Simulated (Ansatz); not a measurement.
Process, species as SMILES: FCl (F-Cl) → Cl atom + F atom
B3LYP-D3(BJ)/def2-TZVP geometries, fixed; electronic energies without zero-point terms.

Basis-set convergence of the atomisation energy at PBE0 with Ansatz (an electronic-structure program). All functions are spherical. The program fits the integrals of some runs and decomposes those of others, by size. Open shells are unrestricted. No added dispersion term, no relativity. Functions are those of the species that has most. Reference: the value in aug-cc-pV(5+d)Z, 61.25 kcal/mol, itself unsure by roughly 0.08 kcal/mol (its mean distance from pcseg-4, aug-pcseg-3, aug-cc-pV(Q+d)Z). Deviations are taken from unrounded values.

```csv
basis,functions
def2-SVP,32
cc-pV(D+d)Z,37
aug-cc-pV(D+d)Z,55
def2-TZVP,68
cc-pV(T+d)Z,69
def2-TZVPP,73
jun-cc-pV(T+d)Z,87
aug-cc-pV(T+d)Z,101
cc-pV(Q+d)Z,119
def2-QZVPP,127
aug-cc-pV(Q+d)Z,169
cc-pV(5+d)Z,191
aug-cc-pV(5+d)Z,263
```

Question: Which is the smallest set listed that can be trusted to 2 kcal/mol here, that is, within that of the reference together with its larger relatives (same family, alike in diffuse functions; a set with none to test it counts only in the reference's own line)?

Answer: The smallest set listed that lies within 2 kcal/mol of the reference with all its larger relatives (same family, alike in diffuse functions; a set with none counts only in the reference's own line) is def2-TZVP (68 functions, -1.02 kcal/mol off). Value minus reference: def2-SVP -5.68, cc-pV(D+d)Z -6.42, aug-cc-pV(D+d)Z -2.33, def2-TZVP -1.02, cc-pV(T+d)Z -1.05, def2-TZVPP -0.98, jun-cc-pV(T+d)Z -0.76, aug-cc-pV(T+d)Z -0.51, cc-pV(Q+d)Z -0.16, def2-QZVPP -0.30, aug-cc-pV(Q+d)Z -0.06, cc-pV(5+d)Z -0.06, aug-cc-pV(5+d)Z 0.00 kcal/mol.
